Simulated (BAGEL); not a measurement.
**HF/6-311+G(d,p) (density fitting with qzvpp-jkfit) run of CH5BS (SMILES CBS)**

What is the energy change on altering one bond length of CH5BS at HF/6-311+G** (density fitting with qzvpp-jkfit)? 

The results are computed with BAGEL 1.2.2.

2 further runs of the same task are left out: 2 that didn't finish. Runs told in other sessions of the task aren't counted.

**1. Starting point**

CH5BS has 8 atoms, charge 0, and is taken as a singlet. SMILES: `CBS`. The shape is that of a PBE0-D4/def2-TZVP optimisation. This is one conformer, not always the lowest.

Bond lengths: C1–B2 1.558 Å, B2–S3 1.782 Å, C1–H4 1.096 Å, C1–H5 1.096 Å, C1–H6 1.092 Å, B2–H7 1.195 Å, S3–H8 1.343 Å. Angles: C1–B2–S3 119.7°, C1–B2–H7 121.8°, S3–B2–H7 118.5°, B2–C1–H4 109.6°, B2–C1–H5 109.5°, B2–C1–H6 115.2°, B2–S3–H8 98.9°, H4–C1–H5 105.3°, H4–C1–H6 108.4°, H5–C1–H6 108.4°.

**2. The energy at HF/6-311+G(d,p) (density fitting with qzvpp-jkfit)**

The input, hf.json:

```json
{ "bagel" : [

{
  "title" : "molecule",
  "basis" : "6-311+gss.json",
  "df_basis" : "qzvpp-jkfit",
  "angstrom" : true,
  "geometry" : [
    { "atom" : "C", "xyz" : [      -0.632700,       0.847900,      -0.265800 ] },
    { "atom" : "B", "xyz" : [       0.342600,      -0.361800,      -0.154300 ] },
    { "atom" : "S", "xyz" : [       0.598100,      -1.148000,       1.424500 ] },
    { "atom" : "H", "xyz" : [      -1.413900,       0.622700,      -1.001100 ] },
    { "atom" : "H", "xyz" : [      -0.096800,       1.714400,      -0.670300 ] },
    { "atom" : "H", "xyz" : [      -1.113300,       1.144600,       0.668300 ] },
    { "atom" : "H", "xyz" : [       0.932300,      -0.785200,      -1.103800 ] },
    { "atom" : "H", "xyz" : [       1.475800,      -2.091700,       1.046800 ] }
  ]
},

{ "title" : "hf" },

{ "title" : "print", "file" : "orbitals.molden", "orbitals" : true }

]}
```

The basis set 6-311+G** is read from a file made from the Basis Set Exchange's data (not shown).

Run with:

```console
BAGEL_NUM_THREADS=1 BAGEL hf.json > hf.out
```

The program printed:

```text
* using 1 threads per process

  ===============================================================
  ===============================================================

  *** Geometry ***

  { "atom" : "C", "xyz" : [     -1.195630,      1.602299,     -0.502289 ] },
  { "atom" : "B", "xyz" : [      0.647420,     -0.683703,     -0.291585 ] },
  { "atom" : "S", "xyz" : [      1.130245,     -2.169406,      2.691915 ] },
  { "atom" : "H", "xyz" : [     -2.671884,      1.176732,     -1.891805 ] },
  { "atom" : "H", "xyz" : [     -0.182925,      3.239746,     -1.266683 ] },
  { "atom" : "H", "xyz" : [     -2.103832,      2.162981,      1.262904 ] },
  { "atom" : "H", "xyz" : [      1.761792,     -1.483813,     -2.085880 ] },
  { "atom" : "H", "xyz" : [      2.788858,     -3.952740,      1.978165 ] },

  Number of auxiliary basis functions:      368

  Since a DF basis is specified, we compute 2- and 3-index integrals:
    o Being stored without compression. Storage requirement is 0.032 GB

  Number of basis functions:      104
  Number of electrons      :       32

    * METHOD: MOLECULE                             0.25

  *** RHF ***

  === Nuclear Repulsion ===
    88.4338901975

      * DIIS with orbital gradients will be used.

  === RHF iteration (6-311+gss.json) ===
      0       -462.89893136          0.01984088           0.06
      1       -463.02436270          0.00860721           0.06
      2       -463.04691396          0.00152029           0.06
      3       -463.04847645          0.00024028           0.06
      4       -463.04852089          0.00009385           0.06
      5       -463.04852780          0.00001958           0.06
      6       -463.04852831          0.00000605           0.06
      7       -463.04852836          0.00000199           0.06
      8       -463.04852837          0.00000065           0.06
      9       -463.04852837          0.00000016           0.06
     10       -463.04852837          0.00000005           0.06
     11       -463.04852837          0.00000002           0.06
     12       -463.04852837          0.00000001           0.06
    * SCF iteration converged.

    * Permanent dipole moment:
           (   -0.108793,     0.020487,     0.365170) a.u.

    * METHOD: HF                                   1.05

    * METHOD: PRINT                                0.03

  ===============================================================
```

Run time: 1.5 s. Hardware: 1 thread of Arm Neoverse N1, shared host; peak memory 0.11 GiB.

**3. The distorted shape**

The input, calc.json:

```json
{ "bagel" : [

{
  "title" : "molecule",
  "basis" : "6-311+gss.json",
  "df_basis" : "qzvpp-jkfit",
  "angstrom" : true,
  "geometry" : [
    { "atom" : "C", "xyz" : [      -0.398312,       0.915468,      -0.045183 ] },
    { "atom" : "B", "xyz" : [       0.576988,      -0.294232,       0.066317 ] },
    { "atom" : "S", "xyz" : [       0.832488,      -1.080432,       1.645117 ] },
    { "atom" : "H", "xyz" : [      -1.413900,       0.622700,      -1.001100 ] },
    { "atom" : "H", "xyz" : [       0.137588,       1.781968,      -0.449683 ] },
    { "atom" : "H", "xyz" : [      -0.878912,       1.212168,       0.888917 ] },
    { "atom" : "H", "xyz" : [       1.166688,      -0.717632,      -0.883183 ] },
    { "atom" : "H", "xyz" : [       1.710188,      -2.024132,       1.267417 ] }
  ]
},

{ "title" : "hf" },

{ "title" : "print", "file" : "orbitals.molden", "orbitals" : true }

]}
```

The basis set 6-311+G** is read from a file made from the Basis Set Exchange's data (not shown).

Run with:

```console
BAGEL_NUM_THREADS=1 BAGEL calc.json > calc.out
```

The program printed:

```text
* using 1 threads per process

  ===============================================================
  ===============================================================

  *** Geometry ***

  { "atom" : "C", "xyz" : [     -0.752701,      1.729984,     -0.085383 ] },
  { "atom" : "B", "xyz" : [      1.090349,     -0.556018,      0.125321 ] },
  { "atom" : "S", "xyz" : [      1.573174,     -2.041721,      3.108821 ] },
  { "atom" : "H", "xyz" : [     -2.671884,      1.176732,     -1.891805 ] },
  { "atom" : "H", "xyz" : [      0.260004,      3.367431,     -0.849778 ] },
  { "atom" : "H", "xyz" : [     -1.660903,      2.290666,      1.679810 ] },
  { "atom" : "H", "xyz" : [      2.204721,     -1.356128,     -1.668974 ] },
  { "atom" : "H", "xyz" : [      3.231787,     -3.825055,      2.395071 ] },

  Number of auxiliary basis functions:      368

  Since a DF basis is specified, we compute 2- and 3-index integrals:
    o Being stored without compression. Storage requirement is 0.032 GB

  Number of basis functions:      104
  Number of electrons      :       32

    * METHOD: MOLECULE                             0.25

  *** RHF ***

  === Nuclear Repulsion ===
    87.3889794288

      * DIIS with orbital gradients will be used.

  === RHF iteration (6-311+gss.json) ===
      0       -462.86217935          0.01881684           0.06
      1       -462.98084401          0.00889916           0.06
      2       -463.00591896          0.00161943           0.06
      3       -463.00771624          0.00029234           0.06
      4       -463.00777573          0.00010101           0.06
      5       -463.00778456          0.00002087           0.06
      6       -463.00778511          0.00000601           0.06
      7       -463.00778516          0.00000201           0.06
      8       -463.00778516          0.00000069           0.06
      9       -463.00778517          0.00000018           0.06
     10       -463.00778517          0.00000005           0.06
     11       -463.00778517          0.00000002           0.06
     12       -463.00778517          0.00000001           0.06
    * SCF iteration converged.

    * Permanent dipole moment:
           (   -0.202661,     0.003972,     0.272102) a.u.

    * METHOD: HF                                   1.03

    * METHOD: PRINT                                0.03

  ===============================================================
```

It took 1.5 s on 1 thread of Arm Neoverse N1, shared host; peak memory 0.11 GiB.

**4. Results**

At HF/6-311+G** (density fitting with qzvpp-jkfit):

| quantity | value |
| --- | --- |
| first shape: total energy | -463.04853 Eh |
| first shape: dipole moment | 0.97 D |
| first shape: HOMO energy | -10.74 eV |
| first shape: LUMO energy | 1.35 eV |
| first shape: HOMO–LUMO gap | 12.09 eV |
| distorted shape: total energy | -463.00779 Eh |
| distorted shape: dipole moment | 0.86 D |
| distorted shape: HOMO energy | -10.74 eV |
| distorted shape: LUMO energy | 1.30 eV |
| distorted shape: HOMO–LUMO gap | 12.04 eV |
| energy change with the C1–H4 bond stretched from 1.096 to 1.425 Å | 1.109 eV |

**Reading.** With the C1–H4 bond stretched from 1.096 to 1.425 Å the energy rises by 1.11 eV (26 kcal/mol). The first shape isn't relaxed at this level, so the change isn't measured from a minimum.
